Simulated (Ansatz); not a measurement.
**Hydrogen abstraction**

Start structure (SiNH$_{6}$, doublet), relaxed at PBE0-D4/def2-TZVP:

H1  (0.946, -0.693, 1.105)
N2  (0.974, 0.161, 0.572)
Si3  (-0.177, 0.417, -0.681)
H4  (-1.479, -2.298, 1.091)
H5  (1.253, 0.934, 1.155)
H6  (-1.583, 0.661, -0.239)
H7  (0.255, 1.608, -1.457)
H8  (-0.189, -0.791, -1.546)
(Å)

The step: SiNH₅ ([NH2][SiH3]) + H → SiNH₄ ([NH][SiH3]) + H₂; bonds formed: H1–H4; bonds broken: H1–N2. Computed with Ansatz 0.2.0 (basis: def2-TZVPP and def2-QZVPP); correlated methods freeze the cores; orbitals are unrestricted. Extrapolation: Hartree–Fock as exp(−7.88 √X), correlation as X^−2.97. Energies below are by CCSD(T) at an estimated basis limit (MP2 extrapolated from triple and quadruple zeta, plus CCSD(T) − MP2 in triple zeta).

(1) What are the electronic barrier and the energy of the step, from the start structure to the end structure? (Judge from chemistry; the value comes from the calculation.)

T1 diagnostic: at most 0.020. ⟨S²⟩ of the unrestricted Hartree–Fock references: 0.75 to 0.79 (a pure state has 0.75).

Answers

(1) By the calculation: Barrier 17.78 kcal/mol; step energy 8.43 kcal/mol (uphill); reverse barrier, their difference, 9.35 kcal/mol. Barrier and step energy count from the start structure, the reverse barrier from the end structure.

The saddle point: One imaginary mode of 1049i cm⁻¹.
```csv
pair,start (Å),saddle (Å),end (Å)
H1–H4,2.91,0.86,0.75
H1–N2,1.01,1.38,2.69
```

Zero-point energy (harmonic, PBE0-D4): ZPE is 31.90 kcal/mol at the start and 30.48 kcal/mol at the saddle, so the barrier goes from 17.78 to 16.36 kcal/mol.

Radical steps of this kind take place in plasma deposition and etching.

Labels in which every atom is bracketed show which atoms are joined, not bond orders.

For scale, one of the runs: CCSD(T)/def2-TZVPP, 157 basis functions, launched by `ansatz run in.yaml --threads 2 --pin off --events-out ev --progress --plain --max-ram 4352MiB`. Time: 47 s of wall clock on 2 CPU threads of an Arm Neoverse V1; the host was shared. Peak host memory: 2.5 GiB.
